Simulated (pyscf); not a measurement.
Optimised with ωB97X-D3(BJ)/def2-SVP in PySCF.

Estimate by transition-state theory the rate constant of H₃C–GaH–OH + H₂ → H₃C–GaH₂ + H₂O (singlet surface; Ga–O, H–H broken, Ga–H, H–O formed) at 298 K, with ωB97M-D3(BJ)/def2-TZVP energies (ideal gas, 1 atm, RRHO with modes under 100 cm⁻¹ raised to 100, one conformer, R ln 2 for chiral ones without a mode under 150 cm⁻¹; no tunnelling).

The electronic barrier is 22.4 kcal/mol and the thermal terms add +9.5, so ΔG‡ = 31.9 kcal/mol. With k_BT/h = 6.21e+12 s⁻¹ and RT = 0.592 kcal/mol, and a volume of 4.06e-20 cm³ per molecule at 1 atm, k = 1.1e-30 cm³ molecule⁻¹ s⁻¹. Wigner's tunnelling factor for 1288i cm⁻¹ would be 2.61, likely too low at so high a frequency. A shift of 1 kcal/mol in the barrier changes k by a factor 5.4. On the product side the descent ends in an adduct with a Ga–O contact, 15.0 kcal/mol under the separated species and 22.8 kcal/mol under the saddle at ωB97X-D3(BJ)/def2-TZVP. What is counted as broken (Ga–O) persists as a longer contact in the product adduct; parting that adduct is a step of its own. At the saddle there is also a short Ga–H contact that neither side keeps. This is the saddle that the search found; another between the same sides may lie lower. Elements up to Kr have no core potential and no relativistic terms here.
